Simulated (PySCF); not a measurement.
## Isomers of C2H3N: computed energies against enthalpies of formation

**The experiment to reproduce.**

CRC Handbook of Chemistry and Physics lists, for the gas at 298.15 K: enthalpy of formation of `CC#N` (acetonitrile) 74 kJ/mol; enthalpy of formation of `[C-]#[N+]C` (methyl isocyanide) 163.5 kJ/mol.

The runs below try to reproduce these values; the comparison stands at the end.

Differences of these values give the isomerisation enthalpies. Geometries: GFN2-xTB; runs in PySCF, gas phase, with a dispersion term only where the level names one. Total electronic energies (Eh):

```
    SMILES  CAM-B3LYP/def2-SVPD
      CC#N           -132.58843
[C-]#[N+]C           -132.55378
```

Geometry of `CC#N` (Å):
```
atom  x, y, z in Å
C1    -0.487    0.003    0.002
C2     0.950   -0.004   -0.014
N3     2.092   -0.009   -0.027
H4    -0.863   -0.629   -0.802
H5    -0.842   -0.379    0.959
H6    -0.848    1.020   -0.139
```

Geometry of `[C-]#[N+]C` (Å):
```
atom  x, y, z in Å
C1     2.080    0.040   -0.022
N2     0.919    0.018   -0.012
C3    -0.477   -0.009    0.001
H4    -0.835   -0.671   -0.790
H5    -0.824   -0.376    0.968
H6    -0.861    0.999   -0.166
```

Zero-point and thermal terms are left out, so the computed numbers are electronic energies.

**Comparison with experiment**

Relative to `CC#N`, the lowest by measurement, in kJ/mol (measured: enthalpies at 298.15 K; computed: electronic energies):

```csv
SMILES,measured,CAM-B3LYP/def2-SVPD
CC#N,0.0,0.0
[C-]#[N+]C,89.5,91.0
```

Measured values: 74 kJ/mol (298.15 K; CRC Handbook of Chemistry and Physics) for the first row; the others come from the same table. Unsigned miss: CAM-B3LYP/def2-SVPD 1.5 kJ/mol. Where a level misses, the cause wasn't examined.
